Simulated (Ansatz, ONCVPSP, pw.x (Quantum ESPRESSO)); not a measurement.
pw.x on fcc Ta: one setting changed

Potential: optimised norm-conserving Vanderbilt (ONCV), ONCVPSP 4.0.1.1 (patched build), LDA (Perdew-Wang 92); core [Kr] 4d10 4f14, reference 5s2 5p6 5d3 6s0.5; waves: 5s+6s: rc 2.05 bohr, ncon 4, nbas 8, qcut 4.6 1/bohr, 2 projectors; 5p: rc 2.10 bohr, ncon 4, nbas 8, qcut 5.6 1/bohr, 2 projectors, debl 2.7 Ha; 5d: rc 2.70 bohr, ncon 4, nbas 8, qcut 6.3 1/bohr, 2 projectors, debl 2 Ha; local part: polynomial inside 1.30 bohr (lpopt 5, dvloc0 2 Ha); core correction: polynomial model core, fcfact 0.6.

The reference run (k-mesh 14³, cutoffs 55/220 Ry, Fermi–Dirac 0.01 Ry, mixing_beta 0.4, conv_thr 1e-9, no spin) gives -3.19 GPa at 17.836 Å³/atom, where all-electron LAPW gives -0.93 GPa. This run, with its own iteration cap, changes nspin = 2 with starting_magnetization to -0.3.

```
&control
  calculation='scf', prefix='x', pseudo_dir='./', outdir='./tmp', tstress=.true., disk_io='none'
/
&system
  ibrav=0, nat=1, ntyp=1, ecutwfc=55, ecutrho=220, nbnd=14,
  occupations='smearing', smearing='fd', degauss=0.01, nspin=2, starting_magnetization(1)=-0.3
/
&electrons
  conv_thr=1e-09, mixing_beta=0.4, electron_maxstep=60
/
ATOMIC_SPECIES
Ta 1.0 Ta.UPF
CELL_PARAMETERS angstrom
  0.00000000 2.07374725 2.07374725
  2.07374725 0.00000000 2.07374725
  2.07374725 2.07374725 0.00000000
ATOMIC_POSITIONS crystal
Ta 0.0000 0.0000 0.0000
K_POINTS automatic
14 14 14 0 0 0
```

```bash
pw.x < Ta.scf.in > Ta.scf.out
```

**Question.** How does the run end?

**Answer.** It converges in 11 iterations; the free energy moves by +0.0 meV/atom and the pressure by +0.00 GPa. The result is that of the reference run.

```
Message from routine setup:
     using ibrav=0 with symmetry is DISCOURAGED, use correct ibrav instead
     lattice parameter (alat)  =       5.5420  a.u.
     unit-cell volume          =     120.3633 (a.u.)^3
     number of electrons       =        13.00
     number of Kohn-Sham states=           14
     kinetic-energy cutoff     =      55.0000  Ry
     charge density cutoff     =     220.0000  Ry
     scf convergence threshold =      1.0E-09
     Exchange-correlation= SLA  PW   NOGX NOGC
     atomic species   magnetization
     number of k points=   104  Fermi-Dirac smearing, width (Ry)=  0.0100
     iteration #  1     ecut=    55.00 Ry     beta= 0.40
     total energy              =    -149.05754977 Ry
     estimated scf accuracy    <       1.56608665 Ry
     total magnetization       =    -0.70 Bohr mag/cell
     absolute magnetization    =     0.70 Bohr mag/cell
     iteration #  2     ecut=    55.00 Ry     beta= 0.40
     total energy              =    -149.07264205 Ry
     estimated scf accuracy    <       0.24418059 Ry
     total magnetization       =    -0.59 Bohr mag/cell
     absolute magnetization    =     0.59 Bohr mag/cell
     iteration #  3     ecut=    55.00 Ry     beta= 0.40
     total energy              =    -149.12517047 Ry
     estimated scf accuracy    <       0.01003955 Ry
     total magnetization       =    -0.38 Bohr mag/cell
     absolute magnetization    =     0.38 Bohr mag/cell
     iteration #  4     ecut=    55.00 Ry     beta= 0.40
     total energy              =    -149.12786416 Ry
     estimated scf accuracy    <       0.00108611 Ry
     total magnetization       =    -0.14 Bohr mag/cell
     absolute magnetization    =     0.14 Bohr mag/cell
     iteration #  5     ecut=    55.00 Ry     beta= 0.40
     total energy              =    -149.12834609 Ry
     estimated scf accuracy    <       0.00030842 Ry
     total magnetization       =    -0.07 Bohr mag/cell
     absolute magnetization    =     0.07 Bohr mag/cell
     iteration #  6     ecut=    55.00 Ry     beta= 0.40
     total energy              =    -149.12858930 Ry
     estimated scf accuracy    <       0.00001582 Ry
     total magnetization       =     0.00 Bohr mag/cell
     absolute magnetization    =     0.00 Bohr mag/cell
     iteration #  7     ecut=    55.00 Ry     beta= 0.40
     total energy              =    -149.12858237 Ry
     estimated scf accuracy    <       0.00001805 Ry
     total magnetization       =    -0.01 Bohr mag/cell
     absolute magnetization    =     0.01 Bohr mag/cell
     iteration #  8     ecut=    55.00 Ry     beta= 0.40
     total energy              =    -149.12858783 Ry
     estimated scf accuracy    <       0.00000016 Ry
     total magnetization       =     0.00 Bohr mag/cell
     absolute magnetization    =     0.00 Bohr mag/cell
     iteration #  9     ecut=    55.00 Ry     beta= 0.40
     total energy              =    -149.12858788 Ry
     estimated scf accuracy    <       0.00000004 Ry
     total magnetization       =     0.00 Bohr mag/cell
     absolute magnetization    =     0.00 Bohr mag/cell
     iteration # 10     ecut=    55.00 Ry     beta= 0.40
     total energy              =    -149.12858788 Ry
     estimated scf accuracy    <          4.6E-09 Ry
     total magnetization       =    -0.00 Bohr mag/cell
     absolute magnetization    =     0.00 Bohr mag/cell
     iteration # 11     ecut=    55.00 Ry     beta= 0.40
     the Fermi energy is    18.5331 ev
!    total energy              =    -149.12858788 Ry
     estimated scf accuracy    <          1.8E-11 Ry
     smearing contrib. (-TS)   =      -0.00546832 Ry
     The total energy is F=E-TS. E is the sum of the following terms:
     one-electron contribution =     -16.70232389 Ry
     hartree contribution      =      15.37774243 Ry
     xc contribution           =     -48.93678798 Ry
     ewald contribution        =     -98.86175013 Ry
     total magnetization       =    -0.00 Bohr mag/cell
     absolute magnetization    =     0.00 Bohr mag/cell
     convergence has been achieved in  11 iterations
          total   stress  (Ry/bohr**3)                   (kbar)     P=      -31.89
     Message from routine punch:
     Nothing written, as per user request (disk_io='none')
```

The run took about 75 s on one core of a shared host (Neoverse-N1, 64 threads, 124 GiB, load 54).
